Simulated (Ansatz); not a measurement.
Mulliken charges of FH₂Si (`F[SiH2]`) radical from r2SCAN/def2-TZVPP in Ansatz (PBE0-D4/def2-TZVP geometry).

```
atom   x (Å)   y (Å)   z (Å)  charge (e)
  F1   1.240   0.658  -0.449      -0.312
 Si2  -0.070  -0.254  -0.290       0.444
  H3  -1.251   0.651  -0.217      -0.066
  H4   0.080  -1.056   0.956      -0.066
```

Q: By hand: the dipole of these point charges (1 e Å = 4.8032 D).

A: Σ q r = (-0.341, -0.291, -0.037) e Å, of length 0.450 e Å = 2.16 D.

Q: How does the dipole of the full density compare? (An estimate is asked.)

A: The calculation gave: (-0.194, -0.133, 0.026) e Å, 1.14 D; the point charges give 1.89 times that, at 13° from its direction.

Point charges leave out the atoms' own dipoles, such as those of lone pairs, and Mulliken's split depends on the basis, so the two needn't agree.
